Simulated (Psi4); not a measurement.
Conformational energy of SMILES C#CCCC#C (C6H6). Scanned: dihedral C2–C3–C4–C5; all other coordinates were relaxed at GFN2-xTB. Points at φ and −φ are mirror images.

Geometry of the scan point at -80° (Å):
```
12

C     -2.1012     1.2913     0.4131
C     -1.4327     0.3105     0.5624
C     -0.5864    -0.8538     0.7225
C      0.5724    -0.8461    -0.2934
C      0.1338    -1.3089    -1.5937
C     -0.2585    -1.7100    -2.6503
H     -2.6999     2.1435     0.2910
H     -1.1843    -1.7606     0.5976
H     -0.1770    -0.8469     1.7379
H      0.9812     0.1639    -0.3834
H      1.3675    -1.5105     0.0602
H     -0.5883    -2.0554    -3.5839
```

Computed with DF-MP2 (frozen core)/cc-pVTZ // GFN2-xTB (Psi4).

Scanned values (°): -160, -140, -120, -100, -80, -60, -40, -20, 0, 20, 40, 60, 80, 100, 120, 140, 160, 180.

Q: Describe the profile: where are the wells and the tops?

A: Lower than their neighbours: -60° (0.9 mEh), 60° (0.9 mEh), 180° (0.0 mEh). Higher than their neighbours: -120° (6.2 mEh), 0° (9.1 mEh), 120° (6.2 mEh). The whole profile spans 9.1 mEh.
